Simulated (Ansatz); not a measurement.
# CH$_{2}$, triplet in cc-pVDZ: errors against full CI

Geometry: MP2(full)/6-31G*, from the G2/97 set.

```csv
atom,x (Å),y (Å),z (Å)
C,0.0000,0.0000,0.0635
H,0.0000,0.9826,-0.3781
H,0.0000,-0.9826,-0.3781
```

Basis cc-pVDZ; Ansatz 0.2.0. Only valence electrons are correlated (noble-gas cores frozen), which leaves 6 electrons in 23 orbitals. Prefix R: restricted or restricted open-shell reference; prefix U: unrestricted. Active spaces: valence = (6e, 6o) chosen from the atoms' valence shells.

Full CI is exact within this basis and frozen core; it isn't the basis-set limit. The frozen core follows each run's orbitals, which can shift R against U totals by a few meV.

For open shells CISD and CISDTQ are restricted-active-space CI with the open shells as a complete middle space.

The UHF ⟨S²⟩ is 2.015. The T1 diagnostic (RCCSD) is 0.0195. The largest doubles amplitude (RCCSD) is 0.035 and the T1 diagnostic (UCCSD) is 0.0088.

**Question.** From what is known of these methods and the diagnostics, rank them by the size of their error in total energy against full CI in cc-pVDZ, smallest first (an estimate: the text doesn't fix the numbers).
A. UCCSDT(Q)
B. UCCSD
C. NEVPT2 (valence space)
D. BCCD(T)
E. MRCISD (valence space)

**Answer.** A (0.02 kcal/mol), D (0.28 kcal/mol), B (1.34 kcal/mol), E (1.71 kcal/mol), C (11.81 kcal/mol).

All errors are against full CI in cc-pVDZ. Below it: UCCSDT(Q). Within each family the higher level lies nearer, as is usual though not guaranteed.

The full-CI state has the irrep B1 of C2v, in the program's axes.

Natural occupations of full CI about the gap: 1.964 1.958 0.992 0.991 0.025 0.021 0.008 0.007 0.007 0.006; effectively unpaired electrons, Σ n²(2−n)², 2.02.

Atomization energy (electronic, same basis, no zero-point term; atoms at the same level, unrestricted beside the R rows where the molecule is a closed shell, with restricted open-shell steps beyond CCSDT(Q)) at full CI: 741.8 kJ/mol. Errors of other levels:

```json
{"level": "RHF", "error (kJ/mol)": "-109.8"}
{"level": "UHF", "error (kJ/mol)": "-107.2"}
{"level": "RMP2", "error (kJ/mol)": "0.0"}
{"level": "UMP2", "error (kJ/mol)": "0.4"}
{"level": "CISD", "error (kJ/mol)": "-8.0"}
{"level": "RCCSD", "error (kJ/mol)": "-2.4"}
{"level": "UCCSD", "error (kJ/mol)": "-2.4"}
{"level": "RCCSD(T)", "error (kJ/mol)": "-0.3"}
{"level": "UCCSD(T)", "error (kJ/mol)": "-0.3"}
{"level": "BCCD(T)", "error (kJ/mol)": "-0.3"}
{"level": "RCCSDT", "error (kJ/mol)": "-0.2"}
{"level": "UCCSDT", "error (kJ/mol)": "-0.2"}
{"level": "CISDTQ", "error (kJ/mol)": "-0.1"}
{"level": "RCCSDT(Q)", "error (kJ/mol)": "0.0"}
{"level": "UCCSDT(Q)", "error (kJ/mol)": "0.0"}
{"level": "CASSCF (valence space)", "error (kJ/mol)": "-58.6"}
{"level": "NEVPT2 (valence space)", "error (kJ/mol)": "-11.8"}
{"level": "MRCISD (valence space)", "error (kJ/mol)": "-5.3"}
{"level": "MRCISD+Q (valence space)", "error (kJ/mol)": "-3.2"}
{"level": "MRCISD+Q(relaxed) (valence space)", "error (kJ/mol)": "-1.4"}
```

This basis is far from its limit, so the value isn't to be set against a measured one. Truncated CI isn't size-consistent, which counts against it in atomization.
